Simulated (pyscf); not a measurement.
## Four-centre exchange: boric acid (HO–B(OH)–OH) + hydrogen chloride (HCl) → water (H₂O) + HO–B(OH)–Cl

Gas phase, singlet surface, charge 0. Bonds broken: O1–B2, Cl8–H9. Bonds formed: O1–H9, B2–Cl8. Single points on ωB97X-D3(BJ)/def2-SVP structures (PySCF, gas phase).

Transition state (Å):

```xyz
9

O     -0.2974     1.4291     0.2157
B     -0.6641     0.0263     0.7169
O     -1.2245    -0.1049     1.9455
O     -0.9527    -0.7724    -0.3434
H     -0.3360     1.4239    -0.7550
H     -0.6907     0.2905     2.6439
H     -1.2496    -1.6469    -0.0673
Cl     1.6533     0.0184     1.2514
H      0.7366     1.2671     0.5154
```

One imaginary mode, 509i cm⁻¹; descent along it reached the two sides named, in the forms told below.

```json
[
 {"bond": "O1–B2", "change": "breaks", "reactant side (Å)": "1.387", "saddle": "1.534", "product side": "2.8"},
 {"bond": "Cl8–H9", "change": "breaks", "reactant side (Å)": "1.304", "saddle": "1.715", "product side": "2.7"},
 {"bond": "O1–H9", "change": "forms", "reactant side (Å)": "1.830", "saddle": "1.089", "product side": "0.966"},
 {"bond": "B2–Cl8", "change": "forms", "reactant side (Å)": "3.6", "saddle": "2.378", "product side": "1.787"}
]
```

Electronic energies relative to the separated reactants (eV):

```csv
level,barrier,reaction energy,reverse barrier
ωB97X-D3(BJ)/def2-TZVP,0.91,+0.41,0.50
PBE/def2-TZVP,0.77,+0.40,0.37
r²SCAN/def2-TZVP,0.78,+0.44,0.33
B3LYP-D3(BJ)/def2-TZVP,0.91,+0.46,0.45
PBE0-D3(BJ)/def2-TZVP,0.79,+0.42,0.37
M06-2X/def2-TZVP,0.89,+0.51,0.38
ωB97M-D3(BJ)/def2-TZVP,0.90,+0.46,0.45
HF/def2-TZVP,1.52,+0.59,0.93
```

With ωB97M-D3(BJ)/def2-TZVP energies and thermal terms (ideal gas, 1 atm, RRHO with modes under 100 cm⁻¹ raised to 100, one conformer, R ln 2 for chiral ones without a mode under 150 cm⁻¹), in eV:

| T (K) | ΔH‡ | ΔG‡ | ΔH | ΔG |
|---|---|---|---|---|
| 298 | 0.90 | 1.33 | +0.49 | +0.43 |
| 600 | 0.90 | 1.76 | +0.48 | +0.37 |
| 900 | 0.91 | 2.18 | +0.47 | +0.32 |
| 1200 | 0.92 | 2.61 | +0.45 | +0.27 |

On the reactant side the descent ends in a complex, 0.28 eV under the separated species and 1.19 eV under the saddle at ωB97X-D3(BJ)/def2-TZVP. On the product side the descent ends in a complex (not fully relaxed), 0.18 eV under the separated species and 0.68 eV under the saddle at ωB97X-D3(BJ)/def2-TZVP. The products may also form a dative adduct at HO–B(OH)–Cl; it and routes through it were not searched. This is the saddle that the search found; another between the same sides may lie lower.
